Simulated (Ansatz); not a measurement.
# CH6N (doublet): wave-function methods side by side at distance N1–H4 along a hydrogen transfer = 1.236 Å, cc-pVDZ

Aim: climb from Hartree-Fock through coupled cluster and multireference methods for CH6N (doublet) at one geometry and basis, and see what each rung misses.

The runs use Ansatz 0.2.0, Gaussian basis; cc-pVDZ, core rule «outside noble gas», up to 2 orbitals frozen.

The runs, in order: UHF; CCSD(T) on ROHF; CCSD(T) on UHF; BCCD(T) on ROHF; CISD; CCSDT(Q) on ROHF; CCSDT(Q) on UHF; CASSCF and MRCISD+Q, 3 electrons in 3 orbitals; CASSCF and NEVPT2, 3 electrons in 3 orbitals.

**1. What is computed**

The geometry derives from fragments relaxed apart (PBE0/def2-TZVP) and kept rigid, so it is no stationary point. A hydrogen atom is moved between rigid fragments.

8 atoms, charge 0, spin multiplicity 2.

Atoms are counted from 1 here; the program's logs count them from 0.

Bond lengths: N1–H2 1.012 Å, N1–H3 1.012 Å, N1–H4 1.236 Å, H4–C5 1.180 Å, C5–H6 1.080 Å, C5–H7 1.080 Å, C5–H8 1.080 Å. Angles: H2–N1–H3 107.1°, H2–N1–H4 107.1°, H3–N1–H4 107.1°, N1–H4–C5 180.0°, H4–C5–H6 90.0°, H4–C5–H7 90.0°, H4–C5–H8 90.0°, H6–C5–H7 120.0°, H6–C5–H8 120.0°, H7–C5–H8 120.0°.

Coordinates:

```xyz
8
charge 0, multiplicity 2
N    -1.15297   -0.01778   -0.02767
H    -1.45025    0.95006   -0.02767
H    -1.45025   -0.42008    0.85259
H     0.08303   -0.01778   -0.02767
C     1.26303   -0.01778   -0.02767
H     1.26303   -1.09780   -0.02767
H     1.26303    0.52223    0.90766
H     1.26303    0.52223   -0.96300
```

**2. UHF**

Input file in.yaml:

```yaml
crystal:
  periodic: [false, false, false]
  atoms:
    - {symbol: N, position_ang: [-1.152967, -0.017777, -0.027670]}
    - {symbol: H, position_ang: [-1.450247, 0.950057, -0.027670]}
    - {symbol: H, position_ang: [-1.450246, -0.420076, 0.852589]}
    - {symbol: H, position_ang: [0.083033, -0.017777, -0.027670]}
    - {symbol: C, position_ang: [1.263033, -0.017777, -0.027670]}
    - {symbol: H, position_ang: [1.263033, -1.097799, -0.027670]}
    - {symbol: H, position_ang: [1.263033, 0.522234, 0.907657]}
    - {symbol: H, position_ang: [1.263033, 0.522234, -0.962998]}
basis:
  gaussian: {orbitals: cc-pVDZ}
magnetization: {spin_polarized: true, initial_magnetization: 1}
hamiltonian: {xc: hf}
output: {orbitals: {seedname: orbitals}}
```

Launch:

```console
ansatz run in.yaml --threads 1 --pin off --events-out ev --progress --plain --max-ram 2816MiB --backend cpu
```

After this run come: CCSD(T) on ROHF; CCSD(T) on UHF; BCCD(T) on ROHF; CISD; CCSDT(Q) on ROHF; CCSDT(Q) on UHF; CASSCF and MRCISD+Q, 3 electrons in 3 orbitals; CASSCF and NEVPT2, 3 electrons in 3 orbitals.

Q: Predict the results of all the runs planned. Wanted: UCCSDT(Q) below the RHF energy; RMP2 from UCCSDT(Q); UMP2 from UCCSDT(Q); RCCSD from UCCSDT(Q); RCCSD(T) from UCCSDT(Q); UCCSD(T) from UCCSDT(Q); RCCSDT(Q) from UCCSDT(Q); NEVPT2 pair from UCCSDT(Q); MRCISD+Q pair from UCCSDT(Q).

The runs gave:

```
                         quantity                                                   value
   UCCSDT(Q) below the RHF energy                                             -10.7474 eV
              RMP2 from UCCSDT(Q)                                             +1169.4 meV
              UMP2 from UCCSDT(Q)                                             +1323.2 meV
             RCCSD from UCCSDT(Q)                                              +304.6 meV
          RCCSD(T) from UCCSDT(Q)                                               +38.3 meV
          UCCSD(T) from UCCSDT(Q)                                               +40.4 meV
         RCCSDT(Q) from UCCSDT(Q)                                                +0.5 meV
       NEVPT2 pair from UCCSDT(Q)                                             +1243.7 meV
     MRCISD+Q pair from UCCSDT(Q)                                              +173.1 meV
levels within 1 kcal/mol (43 meV)  RCCSD(T), UCCSD(T), BCCD(T), RCCSDT, UCCSDT, RCCSDT(Q)
                    T1 diagnostic                                                   0.017
```

**Reading.** RCCSD(T) lands +38.3 meV from the yardstick (0.4 % of the correlation energy). Of the multireference levels listed MRCISD+Q pair comes nearest in total energy (+173.1 meV), which doesn't show that its space is the better one. These misses are within one basis, not against nature; the frozen cores of restricted and unrestricted runs differ, which can shift their rows.
